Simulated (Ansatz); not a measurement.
Complex (SMILES): Cl (HCl) with Cl (HCl), atoms 1 to 2 the first; geometry from NCB31 set, monomers rigid:
```xyz
4

Cl     1.8608    -0.0654    -0.0001
H      1.7539     1.2110     0.0003
Cl    -1.9253     0.0056    -0.0001
H     -0.6584    -0.1937     0.0025
```

Interaction energy at PBE with Ansatz (a program for electronic structure), kcal/mol, without and with the counterpoise correction (monomers among the partner's ghost functions). Cartesian d functions, on some or all atoms, in 6-31G*, 6-31G**, 6-31+G*; all else is spherical. The program fits the integrals of some runs and decomposes those of others, by size. No added dispersion term, no relativity. Reference, counterpoise-corrected: the value in aug-cc-pV(5+d)Z, -1.94.

```tsv
basis	functions	uncorrected
STO-3G	20	-3.15
6-31G*	42	-2.32
pcseg-1	46	-2.10
6-31G**	48	-2.44
6-31+G*	50	-2.10
def2-SVPD	70	-2.56
aug-pcseg-1	72	-2.32
pcseg-2	96	-2.06
def2-TZVPP	112	-2.27
def2-TZVPPD	136	-2.01
aug-pcseg-2	146	-2.03
aug-cc-pV(Q+d)Z	270	-1.96
```

How large is the counterpoise correction in each set?

STO-3G 1.05, 6-31G* 0.26, pcseg-1 0.18, 6-31G** 0.28, 6-31+G* 0.20, def2-SVPD 0.53, aug-pcseg-1 0.30, pcseg-2 0.20, def2-TZVPP 0.31, def2-TZVPPD 0.09, aug-pcseg-2 0.11, aug-cc-pV(Q+d)Z 0.02 kcal/mol. The corrected value lies nearer the reference in 12 of 12 rows.
